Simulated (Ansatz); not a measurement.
Born–Oppenheimer molecular dynamics of CH6Si (8 atoms, charge 0, multiplicity 1). It starts from a relaxed structure.

Level of theory: RKS PBE-D4/def2-SVP in Ansatz.

```yaml
ensemble: NVE (Milne-controlled integrator)
time_step: 0.5 fs
steps_asked: 100
starting_velocities_drawn_for: 300 K
masses: H 10 u
seed: 806510
```

First frame:

```xyz
8
Properties=species:S:1:pos:R:3
Si 0.001 -0.002 0.001
H -0.251 -0.201 1.473
H 1.488 0.117 -0.208
C -0.890 1.542 -0.629
H -1.984 1.456 -0.475
H -0.537 2.447 -0.095
H -0.706 1.689 -1.712
H -0.478 -1.230 -0.728
```

(1) How far do the bonds stretch over the last three quarters of this one trajectory? (Pairs bonded in most of those frames.)

Results:

(1) 
```
  bond  mean (Å)  spread (Å)  shortest  longest
Si1–H2     1.498       0.037      1.45     1.56
Si1–H3     1.512       0.020      1.48     1.54
Si1–C4     1.909       0.015      1.87     1.92
Si1–H8     1.508       0.011      1.49     1.52
 C4–H5     1.114       0.006      1.10     1.12
 C4–H6     1.112       0.009      1.10     1.12
 C4–H7     1.109       0.009      1.10     1.12
```

Mean temperature of the second half: 168 K. The conserved energy stayed within 0.00025 meV per atom of its start (net change -0.00012 meV per atom), so the integration is sound. A run of 0.05 ps of so small a system gives no equilibrium averages.

The run took 79 s on 1 thread of AMD EPYC 7B13 (Zen 3), with other jobs on the host, peak memory 0.12 GiB.
